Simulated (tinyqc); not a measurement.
Worked calculation: RHF in the sto-3g basis, for LiH, spin multiplicity 1. One step of it, computed by the program tinyqc.

Question. Iteration 1: building the Fock matrix. J_ij = sum D_kl (ij|kl), K_ij = sum D_kl (ik|jl); F = H + J - 0.5 K; E = tr D H + tr D J / 2 - 0.25 tr D K + E_nn.

D at the start:
```
            1Li 1s     1Li 2s   1Li 2px   1Li 2py    1Li 2pz      2H 1s
1Li 1s    2.048436  -0.153614  0.000000  0.000000  -0.099717  -0.109439
1Li 2s   -0.153614   0.413486  0.000000  0.000000   0.401271   0.477908
1Li 2px   0.000000   0.000000  0.000000  0.000000   0.000000   0.000000
1Li 2py   0.000000   0.000000  0.000000  0.000000   0.000000   0.000000
1Li 2pz  -0.099717   0.401271  0.000000  0.000000   0.390641   0.465478
2H 1s    -0.109439   0.477908  0.000000  0.000000   0.465478   0.554696
```

core Hamiltonian H = T + V (hartree):
```
            1Li 1s     1Li 2s    1Li 2px    1Li 2py    1Li 2pz      2H 1s
1Li 1s   -4.669105  -1.048002   0.000000   0.000000  -0.010185  -0.120416
1Li 2s   -1.048002  -1.353293   0.000000   0.000000  -0.098288  -0.468867
1Li 2px   0.000000   0.000000  -1.100723   0.000000   0.000000   0.000000
1Li 2py   0.000000   0.000000   0.000000  -1.100723   0.000000   0.000000
1Li 2pz  -0.010185  -0.098288   0.000000   0.000000  -1.177116  -0.626581
2H 1s    -0.120416  -0.468867   0.000000   0.000000  -0.626581  -1.255335
```

Two-electron integrals (ij|kl) in chemists' order, unique and non-zero (hartree):
```
(11|11) 1.680395   (21|11) 0.265420   (21|21) 0.049941   (22|11) 0.397727
(22|21) 0.092860   (22|22) 0.290562   (31|31) 0.008981   (32|31) 0.013788
(32|32) 0.064184   (33|11) 0.396640   (33|21) 0.092880   (33|22) 0.290497
(33|33) 0.312946   (41|41) 0.008981   (42|41) 0.013788   (42|42) 0.064184
(43|43) 0.016869   (44|11) 0.396640   (44|21) 0.092880   (44|22) 0.290497
(44|33) 0.279207   (44|44) 0.312946   (51|51) 0.008981   (52|51) 0.013788
(52|52) 0.064184   (53|53) 0.016869   (54|54) 0.016869   (55|11) 0.396640
(55|21) 0.092880   (55|22) 0.290497   (55|33) 0.279207   (55|44) 0.279207
(55|55) 0.312946   (61|11) 0.028409   (61|21) 0.005391   (61|22) 0.010281
(61|33) 0.010160   (61|44) 0.010160   (61|51) 0.000677   (61|52) 0.001320
(61|55) 0.010528   (61|61) 0.000642   (62|11) 0.095506   (62|21) 0.022705
(62|22) 0.079015   (62|33) 0.074533   (62|44) 0.074533   (62|51) 0.003566
(62|52) 0.024620   (62|55) 0.087906   (62|61) 0.002965   (62|62) 0.040252
(63|31) 0.001484   (63|32) 0.007691   (63|53) 0.003441   (63|63) 0.002330
(64|41) 0.001484   (64|42) 0.007691   (64|54) 0.003441   (64|64) 0.002330
(65|11) 0.127381   (65|21) 0.030508   (65|22) 0.109399   (65|33) 0.101866
(65|44) 0.101866   (65|51) 0.005488   (65|52) 0.037927   (65|55) 0.124361
(65|61) 0.004088   (65|62) 0.060124   (65|65) 0.090523   (66|11) 0.262859
(66|21) 0.063325   (66|22) 0.243544   (66|33) 0.222561   (66|44) 0.222561
(66|51) 0.010055   (66|52) 0.089919   (66|55) 0.285404   (66|61) 0.008422
(66|62) 0.160835   (66|65) 0.247590   (66|66) 0.774606
```

nuclear repulsion = 0.78903163 hartree

Give: Coulomb J; exchange K; Fock matrix F; total energy of this density.

Answer.

Coulomb J (hartree):
```
         1Li 1s  1Li 2s  1Li 2px  1Li 2py  1Li 2pz  2H 1s
1Li 1s    4.029   0.687    0.000    0.000    0.023  0.077
1Li 2s    0.687   1.330    0.000    0.000    0.157  0.458
1Li 2px   0.000   0.000    1.300    0.000    0.000  0.000
1Li 2py   0.000   0.000    0.000    1.300    0.000  0.000
1Li 2pz   0.023   0.157    0.000    0.000    1.382  0.653
2H 1s     0.077   0.458    0.000    0.000    0.653  1.613
```

exchange K (hartree):
```
         1Li 1s  1Li 2s  1Li 2px  1Li 2py  1Li 2pz  2H 1s
1Li 1s    3.385   0.527    0.000    0.000    0.013  0.069
1Li 2s    0.527   0.335    0.000    0.000    0.284  0.391
1Li 2px   0.000   0.000    0.059    0.000    0.000  0.000
1Li 2py   0.000   0.000    0.000    0.059    0.000  0.000
1Li 2pz   0.013   0.284    0.000    0.000    0.364  0.491
2H 1s     0.069   0.391    0.000    0.000    0.491  0.912
```

Fock matrix F (hartree):
```
         1Li 1s  1Li 2s  1Li 2px  1Li 2py  1Li 2pz   2H 1s
1Li 1s   -2.332  -0.625    0.000    0.000    0.006  -0.078
1Li 2s   -0.625  -0.191    0.000    0.000   -0.083  -0.207
1Li 2px   0.000   0.000    0.170    0.000    0.000   0.000
1Li 2py   0.000   0.000    0.000    0.170    0.000   0.000
1Li 2pz   0.006  -0.083    0.000    0.000    0.023  -0.219
2H 1s    -0.078  -0.207    0.000    0.000   -0.219  -0.098
```

total energy of this density = -7.81185 hartree
